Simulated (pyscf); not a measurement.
This saddle point was located with ωB97X-D3(BJ)/def2-SVP in PySCF.

```xyz
16

C      0.9428     0.8814    -0.6236
B     -0.5775     0.3190     0.1984
C     -1.8255     0.6440    -0.7479
C     -0.5617     0.8194     1.7106
H      1.9080     0.8037    -0.0974
H      1.0881     0.7141    -1.7041
H      0.6060     1.9212    -0.5106
H     -1.7020     0.2820    -1.7844
H     -2.0187     1.7282    -0.8034
H     -2.7390     0.1781    -0.3374
H     -1.4040     0.3601     2.2562
H      0.3639     0.5390     2.2399
H     -0.6787     1.9136     1.7868
O     -0.2100    -1.2481     0.1591
H      0.5469    -0.4139    -0.3431
H     -0.7108    -1.6733    -0.5483
```

Surface: singlet, charge 0. Lowest wavenumbers (cm⁻¹): 1386i, 149, 203, 212, 256.

### Question
Name the species on either side of this saddle.

### Answer
H₃C–B(CH₃)–CH₃ + water (H₂O) ⇌ methane (CH₄) + H₃C–B(CH₃)–OH, a four-centre exchange read from left to right: B–C, H–O broken and C–H, B–O formed. At ωB97M-D3(BJ)/def2-TZVP it lies +0.85 eV from the left side and +2.39 eV from the right (each side as separated species at their lowest minima found). On the reactant side the descent ends in a complex, 0.22 eV under the separated species and 1.11 eV under the saddle at ωB97X-D3(BJ)/def2-TZVP. This is the saddle that the search found; another between the same sides may lie lower.
